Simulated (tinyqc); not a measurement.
CCSD on RHF in the sto-6g basis, frozen core, for H2O, spin multiplicity 1, step by step. One step of it, computed by the program tinyqc.

Problem. Orthogonalisation. S = U s U^T; symmetric (Loewdin) form X = U s^(-1/2) U^T, so that X^T S X = 1.

overlap S, lower triangle:
```
           1O 1s     1O 2s    1O 2px     1O 2py    1O 2pz     2H 1s     3H 1s
1O 1s   1.000000
1O 2s   0.231145  1.000000
1O 2px  0.000000  0.000000  1.000000
1O 2py  0.000000  0.000000  0.000000   1.000000
1O 2pz  0.000000  0.000000  0.000000   0.000000  1.000000
2H 1s   0.045588  0.422829  0.000000   0.257290  0.254512  1.000000
3H 1s   0.037176  0.370808  0.000000  -0.233494  0.230880  0.240245  1.000000
```

Give: eigenvalues of S; X.

Solution.

eigenvalues of S: 0.4171  0.5218  0.8785  1.0000  1.1095  1.2461  1.8269

X, lower triangle:
```
          1O 1s    1O 2s  1O 2px   1O 2py   1O 2pz    2H 1s   3H 1s
1O 1s    1.0224
1O 2s   -0.1330   1.1629
1O 2px   0.0000   0.0000  1.0000
1O 2py  -0.0010   0.0141  0.0000   1.0646
1O 2pz  -0.0080   0.0849  0.0000   0.0074   1.0508
2H 1s    0.0182  -0.2498  0.0000  -0.1789  -0.1474   1.1618
3H 1s    0.0160  -0.2000  0.0000   0.1573  -0.1229  -0.0881  1.1221
```
